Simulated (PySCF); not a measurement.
Rock-salt LiBr, treated with Hartree–Fock in PySCF (GTH pseudopotentials, Gaussian basis, DZ basis).

The same calculation (at the measured cell, 20.808 Å³/atom) with different numerical settings:

```tsv
run	k mesh	gap on the mesh (eV)	total energy (eV/atom)
1	2×2×2	13.755	-283.0498
2	3×3×3	13.260	-283.0572
3	4×4×4	13.093	-283.0162
```

In the column gap on the mesh (eV) the first row differs from the last by +0.662 and the next to last by +0.167.

The last row is no converged limit: other settings stay fixed.

Spin–orbit coupling is not included.
